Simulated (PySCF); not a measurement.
CH⁻: input and log

State: ³Σ⁻ (triplet), unpaired electrons π ↑↑.

An equivalent input (the run itself took its basis sets from the Basis Set Exchange, started from a PBE0 density and held the occupation σ 3α 3β, πx 1α 0β, πy 1α 0β):

```python
from pyscf import gto, dft
mol = gto.M(atom='H 0 0 0; C 0 0 1.14', basis={'H': 'def2-TZVPPD', 'C': 'def2-TZVPPD'},
            charge=-1, spin=2, verbose=4, symmetry='C2v')
mf = dft.UKS(mol, xc='PBE')
mf.grids.atom_grid = (80, 434)
mf.grids.prune = dft.gen_grid.treutler_prune
mf.irrep_nelec = {'A1': (3, 3), 'B1': (1, 0), 'B2': (1, 0)}
mf.conv_tol = 1e-9
mf.max_cycle = 60
mf.diis_space = 10
mf.kernel()
```

The log (some set-up lines and the per-cycle HOMO/LUMO lines removed):

```
******** <class 'pyscf.dft.uks_symm.SymAdaptedUKS'> ********
method = SymAdaptedUKS
damping factor = 0
level_shift factor = 0
DIIS = <class 'pyscf.scf.diis.CDIIS'>
diis_start_cycle = 1
diis_space = 10
diis_damp = 0
SCF conv_tol = 1e-09
SCF conv_tol_grad = None
SCF max_cycles = 60
number electrons alpha = 5  beta = 3
Set gradient conv threshold to 3.16228e-05
init E= -38.4766296382955
cycle= 1 E= -38.4772513666515  delta_E= -0.000622  |g|= 0.00619  |ddm|= 0.456
cycle= 2 E= -38.4771876887297  delta_E= 6.37e-05  |g|= 0.0118  |ddm|= 0.128
cycle= 3 E= -38.4772853678454  delta_E= -9.77e-05  |g|= 0.000563  |ddm|= 0.0559
cycle= 4 E= -38.4772856479143  delta_E= -2.8e-07  |g|= 0.00011  |ddm|= 0.0055
cycle= 5 E= -38.4772856564773  delta_E= -8.56e-09  |g|= 4.85e-05  |ddm|= 0.000301
cycle= 6 E= -38.4772856583746  delta_E= -1.9e-09  |g|= 6.36e-06  |ddm|= 0.000287
cycle= 7 E= -38.4772856584107  delta_E= -3.61e-11  |g|= 1.2e-06  |ddm|= 2.58e-05
Extra cycle  E= -38.4772856584103  delta_E= 4.05e-13  |g|= 1.59e-06  |ddm|= 7.8e-06
converged SCF energy = -38.4772856584103  <S^2> = 2.0074064  2S+1 = 3.0049335
```

Repeating this along the bond gives Re = 1.149 Å and ωe = 2532 cm⁻¹.

A point of this curve took 0.43 CPU seconds beside 0.04 for the integrals, on Intel Xeon Platinum 8488C (shared host).

The highest Kohn–Sham level is positive in this anion. Much of that is self-interaction error, but it also means that the finite basis helps to hold the extra electron. The state is the lowest determinant that a PBE0 search found; another state may lie lower at other levels.
